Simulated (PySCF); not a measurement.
C2H5ClO2S.
Structure used (PBE0-D3(BJ)/def2-SVP), in Å, numbered top down from 1:
```
atom  x, y, z in Å
C1    -1.2755    0.2953   -0.3863
C2    -0.2788   -0.3500    0.5463
S3     1.4118   -0.2697   -0.0414
O4     1.4604   -0.6864   -1.4265
O5     2.2954   -0.8294    0.9569
Cl6    1.7058    1.8152   -0.0092
H7    -2.2856    0.1921    0.0354
H8    -1.2553   -0.1841   -1.3744
H9    -1.0620    1.3662   -0.5103
H10   -0.4268   -1.4386    0.6452
H11   -0.2515    0.0874    1.5545
```

Theory: PySCF, PBE0-D3(BJ)/def2-SVP geometry optimisation, gas phase.

Take the most abundant isotopes and a rigid rotor. The values belong to one conformer with, in the numbering `[CH3:1][CH2:2][S:3](=[O:4])(=[O:5])[Cl:6]`, C1–C2–S3–O4 -48°.

**Question.** What are A, B and C (MHz)?

**Answer.** Ia = 186.25, Ib = 219.77, Ic = 294.70 u·Å²; 505379 MHz·u·Å²/I gives A = 2713, B = 2300, C = 1715 MHz.

**Question.** What kind of rotor is it?

**Answer.** An asymmetric top. Ray's parameter κ = (2B − A − C)/(A − C) = 0.171; −1 is the prolate and +1 the oblate limit.

**Question.** Is it planar, by Δ = Ic − Ia − Ib?

**Answer.** Not planar: Δ = Ic − Ia − Ib = -111.33 u·Å². For a rigid frame Δ = −2 Σ m c², so Σ m c² = 55.66 u·Å² lies off the ab plane: 5.19 from hydrogen and 50.48 from heavier atoms. The atom farthest from that plane is 1.76 Å away.

**Question.** Give the other two planar moments, Paa and Pbb, and the rms extents of the mass along the axes.

**Answer.** Paa = Σ m a² = (Ib + Ic − Ia)/2 = 164.11 and Pbb = Σ m b² = (Ia + Ic − Ib)/2 = 130.59 u·Å². With the mass M = 127.97 u, the rms extents √(P/M) along a, b and c are 1.13, 1.01, 0.66 Å.

**Question.** Which lines would a microwave search look for?

**Answer.** The dipole components are |μa| = 3.39 D, |μb| = 1.65 D, |μc| = 1.60 D. The squared components, which scale the intensities, stand as 1.00 : 0.24 : 0.22 (a : b : c). Some lines, for components of 0.1 D or more:

```tsv
type	branch	J(Ka,Kc)	MHz	lower level (cm⁻¹)
c	Q	1(1,1) ← 1(0,1)	414	0.134
b	Q	1(1,0) ← 1(0,1)	998	0.134
c	Q	2(2,1) ← 2(1,1)	1241	0.455
b	Q	2(2,0) ← 2(1,1)	1567	0.455
a	Q	2(1,1) ← 2(1,2)	1754	0.396
a	R	1(0,1) ← 0(0,0)	4014	0.000
b	R	1(1,1) ← 0(0,0)	4428	0.000
a	R	2(1,2) ← 1(1,1)	7444	0.148
a	R	2(0,2) ← 1(0,1)	7703	0.134
b	R	2(1,2) ← 1(0,1)	7858	0.134
a	R	2(1,1) ← 1(1,0)	8614	0.167
c	R	2(1,1) ← 1(0,1)	9612	0.134
b	R	2(2,1) ← 1(1,0)	9855	0.167
c	R	2(2,1) ← 1(1,1)	10440	0.148
b	R	2(2,0) ← 1(1,1)	10765	0.148
```

**Question.** Estimate the classical rotational partition function at 25 K, 298.15 K and 500 K.

**Answer.** Point group C1, symmetry number σ = 1; q = (√π/σ)·√((kT/h)³/(ABC)), k/h = 20836.6 MHz/K: 6440 at 25 K, 265000 at 298.15 K, 576000 at 500 K.

Stationary, but not proved a minimum. These are rigid-rotor constants of the computed structure; measured ground-state constants (B0) also hold zero-point vibration. A rigid rotor knows nothing of internal rotation, which can split or shift real lines. Quadrupole hyperfine structure (35Cl) is left out.
